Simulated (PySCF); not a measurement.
Four-centre ligand exchange

Start structure (AlH5S, singlet), relaxed at PBE0-D4/def2-TZVP:

```tsv
atom	x (Å)	y (Å)	z (Å)
Al1	-0.9443	-0.5249	-0.2009
H2	-0.9892	-0.7458	1.3798
H3	-0.4806	-1.7386	-1.1266
H4	-1.8366	0.6365	-0.8329
H5	1.9725	-0.0478	0.4543
S6	1.2427	0.7503	-0.3443
H7	1.0009	1.6273	0.6450
```

The step: AlH₃ + H₂S → AlH₃S ([AlH2][SH]) + H₂; bonds formed: H2–H5; dative contacts that become bonds: Al1–S6; bonds broken: Al1–H2, H5–S6. PySCF 2.14 with density fitting (its default auxiliary sets; JK sets also for MP2 and CCSD(T)); basis: def2-TZVPP and def2-QZVPP; cores frozen in the correlated methods. Extrapolation: Hartree–Fock as exp(−7.88 √X), correlation as X^−2.97. Energies below are by CCSD(T) at an estimated basis limit (MP2 extrapolated from triple and quadruple zeta, plus CCSD(T) − MP2 in triple zeta).

**Question.** What are the electronic barrier and the energy of the step, from the start structure to the end structure? (An estimate is asked for; the value comes from the calculation.)

**Answer.** The calculation gives: Barrier 0.609 eV; step energy -0.587 eV (downhill); reverse barrier, their difference, 1.196 eV. Barrier and step energy count from the start structure, the reverse barrier from the end structure.

The saddle point: One imaginary mode of 952i cm⁻¹.
| pair | start (Å) | saddle (Å) | end (Å) |
| --- | --- | --- | --- |
| Al1–S6 | 2.54 | 2.43 | 2.19 |
| H2–H5 | 3.18 | 1.19 | 0.75 |
| Al1–H2 | 1.60 | 1.70 | 2.41 |
| H5–S6 | 1.34 | 1.57 | 3.15 |

Zero-point energy (harmonic, PBE0-D4): ZPE is 1.030 eV at the start and 0.979 eV at the saddle, so the barrier goes from 0.609 to 0.558 eV.

First-order rate constant out of the start structure at 498 K by transition-state theory, with harmonic vibrational free energies alone and no tunnelling: ΔA‡ = 0.633 eV, so k = (kB T/h) exp(−ΔA‡/kB T) ≈ 10^7 s⁻¹ (an order of magnitude at best: rotation, the number of equivalent paths and anharmonicity are left out).

No T1 diagnostic of these runs exceeds 0.012.

Exchanges of this kind with a chalcogen hydride build sulfide and selenide films.

Labels in which every atom is bracketed show which atoms are joined, not bond orders.

For scale, one of the runs: CCSD(T)/def2-TZVPP, 154 basis functions, launched by `OMP_NUM_THREADS=4 python run.py`. The run took 45 s on 4 CPU threads of an Intel Xeon Platinum 8488C (shared host), with 0.79 GiB of host memory at its peak.
